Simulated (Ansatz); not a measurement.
The same path of CH3 + H4Si (9 atoms, charge 0, multiplicity 2) was run twice with different band settings. Lost on the way: Si1–H2. Made: H2–C6.

Computed with UKS PBE/def2-SVP (Ansatz 0.2.0).

Relaxed end points:

```xyz
9
Properties=species:S:1:pos:R:3
Si 0.000 0.000 -0.410
H 0.000 0.000 1.095
H 1.416 0.000 -0.915
H -0.707 1.226 -0.915
H -0.708 -1.226 -0.915
C 0.000 0.000 3.973
H -0.593 -0.924 3.976
H 1.097 -0.052 3.976
H -0.504 0.976 3.976
```

```xyz
9
Properties=species:S:1:pos:R:3
Si 0.000 0.000 -0.776
H 0.000 0.000 2.554
H 1.435 0.000 -1.229
H -0.717 1.243 -1.229
H -0.717 -1.243 -1.229
C 0.000 0.000 3.661
H -0.564 -0.877 4.030
H 1.042 -0.049 4.030
H -0.478 0.927 4.030
```

Common settings: spring 5.0 eV/Å²; optimiser quadratic models (default); start path through a guess of the saddle point; force threshold 0.05 eV/Å; iteration limit 60; end points relaxed.

| run | movable images | climbing image |
| --- | --- | --- |
| 1 | 7 | yes |
| 2 | 4 | no |

(1) What does each run give, and how far can it be trusted?

Results:

(1) Run 1: converged after 7 iterations, highest image 0.084 eV above the first end. A vibrational analysis at the climbing image gives one clearly imaginary mode, 321i cm⁻¹, and a faint second one (26i cm⁻¹) that may be numerical noise or a soft torsion: probably a first-order saddle point.
Run 2: converged after 9 iterations, highest image 0.084 eV above the first end. No image climbed, so the highest image needn't sit at the top of the path.
